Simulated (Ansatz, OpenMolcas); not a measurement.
OpenMolcas → Ansatz

OpenMolcas 26.06 runs this on Si2H6O (disiloxane):

mol.inp:
```
&GATEWAY
 BasLib = $CurrDir
 Coord
 9
 angstrom
 Si      -0.880661       1.196907      -1.020638
 O        0.425550       0.090990      -0.245380
 Si       0.775570      -1.038810       0.881750
 H       -1.957641       0.370827      -1.626778
 H       -0.231011       2.016667      -2.071338
 H       -1.476541       2.087007       0.010212
 H        2.224270      -1.343130       0.800010
 H       -0.009310      -2.275600       0.628780
 H        0.448290      -0.527870       2.238910
 Basis = cc-pVDZ
 Group = NoSym

&SEWARD

&SCF
 Thresholds = 1e-10 1e-07 1e-07 1e-05
 PrOrbitals = 1 1

&MBPT2
 Frozen = 11
```

```bash
$ export MOLCAS_MEM=1860
$ pymolcas mol.inp > mol.log
```

(Basis files named in the input come from the Basis Set Exchange and aren't shown.)

One bond was lengthened or shortened from a relaxed shape.

It gives a total energy of -656.659377 Eh.

Translate the job to Ansatz 0.2.0 as an input file of the program's own.

One way, which was run:

molecule.yaml:
```yaml
basis:
  gaussian: {orbitals: cc-pVDZ}
crystal:
  periodic: [false, false, false]
  atoms:
    - {symbol: Si, position_ang: [-0.880661, 1.196907, -1.020638]}
    - {symbol: O, position_ang: [0.425550, 0.090990, -0.245380]}
    - {symbol: Si, position_ang: [0.775570, -1.038810, 0.881750]}
    - {symbol: H, position_ang: [-1.957641, 0.370827, -1.626778]}
    - {symbol: H, position_ang: [-0.231011, 2.016667, -2.071338]}
    - {symbol: H, position_ang: [-1.476541, 2.087007, 0.010212]}
    - {symbol: H, position_ang: [2.224270, -1.343130, 0.800010]}
    - {symbol: H, position_ang: [-0.009310, -2.275600, 0.628780]}
    - {symbol: H, position_ang: [0.448290, -0.527870, 2.238910]}
correlation: {method: mp2, frozen_orbitals: {H: 0, O: 1, Si: 5}}
accuracy: high
```

```bash
$ ansatz run molecule.yaml --threads 1 --pin off --max-ram 3480MiB --events-out events.jsonl --progress --plain --runs-dir runs
```

Its energy is -656.659377 Eh, 0.000 mEh from the first.
